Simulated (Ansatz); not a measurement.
Molecule (SMILES): OO (H2O2).
Atoms: O1, O2, H3, H4. Bonds: O1-O2, O1-H3, O2-H4.

Basis-set convergence of the highest harmonic wavenumber at PBE0 with Ansatz (a quantum-chemistry and plane-wave program). Each level at its own minimum, finite differences of forces, unscaled; the reference is a large set that could be run, not a limit. All functions are spherical. The program fits the integrals of some runs and decomposes those of others, by size. No added dispersion term, no relativity. Reference: the value in aug-pcseg-2, 3825 cm⁻¹, itself unsure by roughly 6 cm⁻¹ (its mean distance from aug-cc-pVTZ, def2-TZVPPD). Deviations are taken from unrounded values.

```
basis        functions  highest harmonic wavenumber (cm⁻¹)  minus reference (cm⁻¹)
-----------  ---------  ----------------------------------  ----------------------
def2-SV(P)          32                                3687                    -138
def2-SVP            38                                3826                       1
def2-SVPD           62                                3832                       7
aug-pcseg-1         64                                3791                     -34
def2-TZVP           74                                3807                     -18
def2-TZVPP          90                                3829                       4
def2-TZVPD          98                                3805                     -20
def2-TZVPPD        114                                3827                       2
aug-pcseg-2        138                                3825                       0
```

The smallest set listed that lies within 50 cm⁻¹ of the reference with all its larger relatives (same family, alike in diffuse functions; a set with none counts only in the reference's own line) is def2-SVP (38 functions, 1 cm⁻¹ off).
